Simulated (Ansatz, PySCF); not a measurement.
## Zinc-blende AlN (metastable phase): bulk modulus by level of theory

No measured value is used here.

```json
[
 {"level (code)": "LDA (Ansatz)", "value (GPa)": "210", "cell (Å³/atom)": "10.24"},
 {"level (code)": "PBE (Ansatz)", "value (GPa)": "193", "cell (Å³/atom)": "10.67"},
 {"level (code)": "Hartree–Fock (Ansatz)", "value (GPa)": "[?]", "cell (Å³/atom)": "10.36"},
 {"level (code)": "CCSD(T) (PySCF)", "value (GPa)": "207 ± 6", "cell (Å³/atom)": "10.52"}
]
```

Task: What belongs in the gaps?

Result: 
- Hartree–Fock (Ansatz, a quantum-chemistry and plane-wave program), value (GPa): 230

A ± on a computed value is a rough bar: the spread of its extrapolation, a floor set from checks against published values, or a statistical error. Each level is taken at its own relaxed cell. Cutoffs and k meshes differ between the levels. Ansatz's density-functional and Hartree–Fock values are scalar-relativistic unless marked +SOC, with PAW data made under PBE.
